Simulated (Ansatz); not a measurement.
Cost and result up the ladder for AlH2F (4 atoms). Total charge 0; singlet. Geometry: PBE0-D4/def2-TZVP.

```tsv
atom	x (Å)	y (Å)	z (Å)
Al1	-0.040	-0.031	0.023
H2	-1.053	0.695	0.987
H3	-0.082	-1.550	-0.396
F4	1.174	0.886	-0.614
```

Ansatz on 4 threads of AMD EPYC 9R45 on a shared host. Times are rough, and most runs start from the orbitals of an earlier one. ωB97X-V/def2-TZVP serves as the yardstick here, not as an exact answer. Differences are given only for rows in sets of like size (and for xTB, whose basis is part of the method), since another set adds its own error. Binding counts from free atoms at the same level (Al doublet, H doublet, F doublet; other spins of the atoms weren't run), without zero-point energy or a counterpoise term.

B3LYP takes the VWN-RPA correlation. Correlated methods freeze 6 core orbitals.

Correlated methods converge slowly with the basis.

| level | functions | binding energy per atom (eV) | difference from ωB97X-V/def2-TZVP (eV) |
| --- | --- | --- | --- |
| PBE0-D4/def2-TZVP | 80 | 3.00 | -0.10 |
| PBE-D4/def2-TZVP | 80 | 3.04 | -0.06 |
| PBE0-D4/def2-SVP | 42 | 2.98 | – |
| r2SCAN0-D4/def2-TZVP | 80 | 3.03 | -0.07 |
| CAM-B3LYP-D4/def2-TZVP | 80 | 3.11 | 0.01 |
| r2SCAN-D4/def2-TZVP (with forces) | 80 | 3.08 | -0.02 |
| PBE-D4/def2-SVP | 42 | 3.04 | – |
| B3LYP-D4/def2-TZVP | 80 | 3.07 | -0.03 |
| BLYP-D4/def2-TZVP | 80 | 3.07 | -0.03 |
| B3LYP-D4/6-31G | 26 | 2.77 | – |
| HF/6-31G | 26 | 2.02 | – |
| CCSD(T)/def2-TZVPP | 101 | 3.04 | -0.06 |
| r2SCANh-D4/def2-TZVP | 80 | 3.06 | -0.04 |
| ωB97X-V/def2-TZVP | 80 | 3.10 | 0.00 |

Problem. Estimate how long each takes.

Solution. HF/6-31G 0.1 s; PBE-D4/def2-SVP 0.15 s; B3LYP-D4/6-31G 0.15 s; PBE0-D4/def2-SVP 0.15 s; PBE-D4/def2-TZVP 0.2 s; B3LYP-D4/def2-TZVP 0.2 s; BLYP-D4/def2-TZVP 0.25 s; PBE0-D4/def2-TZVP 0.25 s; CAM-B3LYP-D4/def2-TZVP 0.3 s; r2SCANh-D4/def2-TZVP 0.4 s; r2SCAN0-D4/def2-TZVP 0.4 s; r2SCAN-D4/def2-TZVP (with forces) 0.45 s; ωB97X-V/def2-TZVP 0.5 s; CCSD(T)/def2-TZVPP 0.6 s. On shared hardware such times vary by a factor of up to 3.
